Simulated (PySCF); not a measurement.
formamide (CH3NO), SMILES NC=O. The structure is a stationary point at PBE-D3(BJ)/def2-TZVP. One conformer was computed; it need not be the lowest.

The numbers are results of PySCF with PBE-D3(BJ)/def2-TZVP, not measurements.

Harmonic wavenumbers (cm⁻¹): 222, 548, 638, 994, 1018, 1237, 1367, 1561, 1750, 2844, 3485, 3623. Rotational constants (GHz): 72.77, 11.25, 9.741; symmetry number 1.

Question: Work out the zero-point energy and the ideal-gas rigid-rotor harmonic-oscillator thermochemistry at 298.15 K and 1 atm.

Answer: ZPE = ½ Σ hcν = ½ × 19287 cm⁻¹ = 115.36 kJ/mol. H − E(el) = 127.79 kJ/mol. Entropy in J/(mol K): translation 156.23, rotation 88.81, vibration 13.09, total 258.14. G − E(el) = 50.83 kJ/mol. Cp = 54.33 J/(mol K).
